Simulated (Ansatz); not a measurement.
## Ansatz (development build ahead of 0.2.0) run

```yaml
crystal:
  periodic: [false, false, false]
  atoms:
    - { symbol: B, position_ang: [0.0, 0.0, 0.0] }
    - { symbol: H, position_ang: [0.0, 0.0, 3.22] }
    - { symbol: S, position_ang: [0.0, 4.0539, -3.4016] }
basis:
  gaussian: { orbitals: pcseg-2 }
magnetization:
  initial_magnetization: 2
hamiltonian:
  xc: hf
```

The input is written out in the form of the current development build from the run's settings.

The run gave:

```
Converged                       : yes
Total energy                    : -422.44408 hartree
Spin squared of the determinant : 2.000
Stability test                  : minimum among restricted orbitals
```

Caution: an unrestricted determinant lies well below; other spin multiplicities may lie lower.
